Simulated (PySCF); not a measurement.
# How good is the calculation?

Bonds (- single, = double, # triple, : aromatic): C1#C2 1.204 Å, C2-F3 1.270 Å. C1 carries H4.

Published values to compare with: σ ¹³C C1 180.5; C2 101.0; σ ¹⁹F F3 422.6; σ ¹H H4 30.50 ppm (CCSD(T)/cc-pCVQZ; gas (isolated, no vibration); M. Glasbrenner, PhD thesis, LMU Munich (RPA NMR shieldings paper, SI)).
σ ¹³C C1 179.9; C2 100.1; σ ¹⁹F F3 423.5; σ ¹H H4 30.50 ppm (CCSD(T)/aug-cc-pCV[TQ]Z extrapolated; gas (isolated, no vibration); Teale, Lutnaes, Helgaker, Tozer, Gauss, JCP 2013, 138, 024111, as tabulated in M. Glasbrenner, PhD thesis, LMU Munich (SI Table 24)). Coupling constants: ³J(F3,H4) 14.4 Hz, ³J(F3,H4) 21.0 Hz, ¹J(C2,F3) -277.7 Hz, ²J(C1,F3) 25.6 Hz, ¹J(C2,C1) 268.1 Hz, ²J(C2,H4) 68.5 Hz, ¹J(C1,H4) 270.1 Hz, ¹J(C1,H4) 275.5 Hz.

- shieldings: GIAO PBE0/pcSseg-1
- J couplings at B3LYP/pcJ-1
- PBE0-D3(BJ)/def2-SVP structure
- program: PySCF
- non-relativistic, one conformer, gas phase

Question: How close does the calculation come?

Answer: 
Reference values: CCSD(T)/cc-pCVQZ (gas (isolated, no vibration); M. Glasbrenner, PhD thesis, LMU Munich (RPA NMR shieldings paper, SI)).
```csv
atoms,quantity,reference,computed
C1,σ ¹³C,180.5,169.4
C2,σ ¹³C,101.0,90.0
F3,σ ¹⁹F,422.6,396.6
H4,σ ¹H,30.50,30.06
```

Reference values: CCSD(T)/aug-cc-pCV[TQ]Z extrapolated (gas (isolated, no vibration); Teale, Lutnaes, Helgaker, Tozer, Gauss, JCP 2013, 138, 024111, as tabulated in M. Glasbrenner, PhD thesis, LMU Munich (SI Table 24)).
| atoms | quantity | reference | computed |
| --- | --- | --- | --- |
| C1 | σ ¹³C | 179.9 | 169.4 |
| C2 | σ ¹³C | 100.1 | 90.0 |
| F3 | σ ¹⁹F | 423.5 | 396.6 |
| H4 | σ ¹H | 30.50 | 30.06 |

Absolute shieldings are compared as such; zero-point and thermal motion, absent here, lowers them by some tenths of a ppm for H, a few ppm for C and up to about 10 ppm for F.

Coupling constants in Hz:
```tsv
coupling	reference	computed	source
³J(F3,H4)	14.4	17.1	CC3; gas (equilibrium); Jessen and Sauer, arXiv:2312.00705; CC3 and CCSD from Faber, Sauer, Gauss 2017
³J(F3,H4)	21.0	17.1	measured; Jessen and Sauer, arXiv:2312.00705; CC3 and CCSD from Faber, Sauer, Gauss 2017
¹J(C2,F3)	-277.7	-386.4	CC3; gas (equilibrium); Jessen and Sauer, arXiv:2312.00705; CC3 and CCSD from Faber, Sauer, Gauss 2017
²J(C1,F3)	25.6	36.7	CC3; gas (equilibrium); Jessen and Sauer, arXiv:2312.00705; CC3 and CCSD from Faber, Sauer, Gauss 2017
¹J(C2,C1)	268.1	298.7	CC3; gas (equilibrium); Jessen and Sauer, arXiv:2312.00705; CC3 and CCSD from Faber, Sauer, Gauss 2017
²J(C2,H4)	68.5	72.1	CC3; gas (equilibrium); Jessen and Sauer, arXiv:2312.00705; CC3 and CCSD from Faber, Sauer, Gauss 2017
¹J(C1,H4)	270.1	307.3	CC3; gas (equilibrium); Jessen and Sauer, arXiv:2312.00705; CC3 and CCSD from Faber, Sauer, Gauss 2017
¹J(C1,H4)	275.5	307.3	measured; liquid or solution (compiled); San Fabian, Garcia de la Vega, Suardiaz et al., Magn. Reson. Chem. 2013, 51, 775 (SI)
```

Question: How far are the unscaled ¹³C shieldings from the references?

Answer: Mean signed difference -10.67 ppm, mean absolute 10.67 ppm over 4 comparisons; the largest is -11.1 ppm at C1 (terminal alkyne carbon).

Question: How far are the unscaled ¹⁹F shieldings from the references?

Answer: Mean signed difference -26.45 ppm, mean absolute 26.45 ppm over 2 comparisons; the largest is -26.9 ppm at F3 (fluorine bonded to C).

Question: How far are the unscaled ¹H shieldings from the references?

Answer: Mean signed difference -0.44 ppm, mean absolute 0.44 ppm over 2 comparisons; the largest is -0.44 ppm at H4 (hydrogen on a terminal alkyne carbon).

16 of the 62 published NMR values on file for this molecule are compared. The rest: values from further sources, other calculations.
